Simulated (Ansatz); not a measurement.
C2H6FNS, SMILES `CSC(N)F`, relaxed with RKS PBE-D4/def2-SVP in Ansatz 0.2.0 from a rough embedded geometry. The force threshold is 0.03 eV/Å; the program also tests the step.

Charge 0, multiplicity 1.

Start:

```xyz
11

C    -0.073    1.687   -0.783
S    -0.228   -0.030   -1.211
C     0.258   -0.661    0.370
N     0.127   -2.142    0.430
F    -0.496   -0.159    1.356
H     0.937    1.985   -0.540
H    -0.767    1.991   -0.033
H    -0.301    2.287   -1.736
H     1.362   -0.400    0.610
H     0.066   -2.342    1.425
H    -0.885   -2.215    0.111
```

```json
{"step": "1", "energy (eV)": "-17193.5698", "largest force (eV/Å)": "3.738", "largest move (Å)": "0.000"}
{"step": "2", "energy (eV)": "-17193.9164", "largest force (eV/Å)": "1.834", "largest move (Å)": "0.111"}
{"step": "3", "energy (eV)": "-17194.0337", "largest force (eV/Å)": "0.844", "largest move (Å)": "0.112"}
{"step": "4", "energy (eV)": "-17194.0599", "largest force (eV/Å)": "0.491", "largest move (Å)": "0.068"}
{"step": "5", "energy (eV)": "-17194.0745", "largest force (eV/Å)": "0.172", "largest move (Å)": "0.066"}
{"step": "6 (rejected)", "energy (eV)": "-17194.0672", "largest force (eV/Å)": "0.292", "largest move (Å)": "0.078"}
{"step": "7", "energy (eV)": "-17194.0774", "largest force (eV/Å)": "0.044", "largest move (Å)": "0.039"}
{"step": "8", "energy (eV)": "-17194.0780", "largest force (eV/Å)": "0.016", "largest move (Å)": "0.014"}
```

End:

```xyz
11

C    -0.071    1.750   -0.851
S    -0.071   -0.031   -1.222
C     0.275   -0.695    0.450
N    -0.008   -2.072    0.411
F    -0.479    0.026    1.411
H     0.933    2.106   -0.544
H    -0.810    1.979   -0.060
H    -0.360    2.264   -1.788
H     1.338   -0.526    0.731
H     0.243   -2.548    1.284
H    -0.991   -2.253    0.178
```

It took 7 s on 4 threads of an Intel Xeon Platinum 8488C on a shared host, with 0.17 GiB of host memory at the peak.
